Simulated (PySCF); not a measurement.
An unknown is described by computed data only.

Formula: CHO2; charge -1.

- Rotational structure: rotational constants A, B, C: 109.253, 12.331, 11.081 GHz [PBE0-D3(BJ)/def2-SVP]
- Couplings: largest of the computed one-bond spin–spin couplings (means over like bonds): 13C–1H +148.5, 17O–13C +30.1 (×2) Hz [B3LYP/pcJ-1]
- NMR, other nuclei: isotropic shieldings of nuclei other than C and H, by class: -21 (2 O) ppm [GIAO B97-2/pcSseg-2]
- XPS: C1s 287.6, O1s 530.6 (×2) eV [ΔSCF SCAN, pcX-2 on the ionised atom, pcseg-1 elsewhere, spin-free X2C]
- 1H NMR: chemical shifts (computed TMS as zero) by class: 9.61 (1 H) ppm [GIAO B97-2/pcSseg-2]
- 13C NMR: chemical shifts (computed TMS as zero) by class: 165.0 (1 C) ppm [GIAO B97-2/pcSseg-2]

Electronic properties: PySCF, gas phase, density fitting. Levels stand in brackets. Geometry: PBE0-D3(BJ)/def2-SVP; no solvent, vibrations or thermal averaging. No diffuse functions stand in pcJ-1 and pcSseg-2, which bears on an anion's orbital energies. NMR values are class means; diastereotopic atoms form classes of their own.

Question: What is the compound? Reason from the data.

Answer: Numbering: `[O:1]=[CH:2][O-:3]`. The one carbon: carboxylate carbon [C2] (165.0 ppm). The one hydrogen (9.61 ppm): formyl hydrogen. The other shieldings belong to: -21 ppm, carboxylate oxygen [O1/O3]. The couplings run between: +148.5 Hz, carboxylate carbon [C2] and its hydrogen; +30.1 Hz, carboxylate oxygen [O1] and carboxylate carbon [C2] (with 1 like pair). The core levels belong to: C1s 287.6 eV, carboxylate carbon [C2]; O1s 530.6 eV, carboxylate oxygen [O1/O3]. The optimised geometry has point group C2v and is an asymmetric top. Structure: formate(1-), `O=C[O-]`. The assignments are read from this structure; whether some other isomer fits the data as well wasn't checked.
